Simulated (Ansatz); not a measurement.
Process, species as SMILES: OO (H2O2) → [O-]O + H+
B3LYP-D3(BJ)/def2-TZVP geometries, fixed; electronic energies without zero-point terms.

Effect of a fitting basis named in the input at MP2/aug-cc-pVQZ with Ansatz (a program for electronic structure), against the last row, where the deprotonation energy is 382.51 kcal/mol. Cores are frozen. The default fits or decomposes integrals by the program's own choice; accuracy: high also tightens integrals, grids and stops.

```csv
setting,largest shift of a total energy (mEh),shift of the deprotonation energy (kcal/mol)
fitting: def2-universal-jkfit and def2-SVP-RIFIT,-3.791,-0.488
fitting: def2-universal-jkfit and cc-pVDZ-RIFIT,-2.180,-0.132
fitting: def2-universal-jkfit and cc-pVTZ-RIFIT,-0.846,-0.014
fitting: def2-universal-jkfit and aug-cc-pVTZ-RIFIT,-0.653,-0.089
fitting: def2-universal-jkfit and cc-pVQZ-RIFIT,0.219,0.041
fitting: def2-universal-jkfit and aug-cc-pVQZ-RIFIT,0.232,0.021
accuracy: high,0.000,0.000
accuracy: medium (default),0.000,0.000
```

Within 0.3 kcal/mol in the deprotonation energy: fitting: def2-universal-jkfit and cc-pVDZ-RIFIT; fitting: def2-universal-jkfit and cc-pVTZ-RIFIT; fitting: def2-universal-jkfit and aug-cc-pVTZ-RIFIT; fitting: def2-universal-jkfit and cc-pVQZ-RIFIT; fitting: def2-universal-jkfit and aug-cc-pVQZ-RIFIT; accuracy: high. The largest shift is 3.791 mEh in a total energy and 0.488 kcal/mol in the difference.
